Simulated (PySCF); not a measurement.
A series of substituents X on one scaffold: ethynyl-X. All species are isolated molecules in the gas phase. One relaxed conformer stands for each flexible species; it need not be the lowest. Strings in code marks are SMILES.

Level of theory: PBE-D3(BJ)/def2-TZVP // B3LYP-D3(BJ)/def2-TZVP run with PySCF. 

```
species                          HOMO–LUMO gap (eV)  HOMO (eV)
-------------------------------  ------------------  ---------
X = H (`C#C`)                                  6.99      -7.17
X = methyl (`C(C)#C`)                          6.77      -6.49
X = amino (`C#CN`)                             5.24      -5.27
X = carboxy                                    4.37      -6.89
X = silyl (`C#C[SiH3]`)                        6.07      -7.11
X = mercapto (`C#CS`)                          4.53      -5.83
X = methylthio (`C#CSC`)                       4.20      -5.41
X = vinyl (`C(=C)C#C`)                         4.22      -6.16
X = carbamoyl                                  4.26      -6.22
X = isocyano (`[C-]#[N+]C#C`)                  5.22      -7.60
X = difluoromethyl (`C#CC(F)F`)                6.41      -7.65
X = cyclopropyl                                5.97      -6.03
```
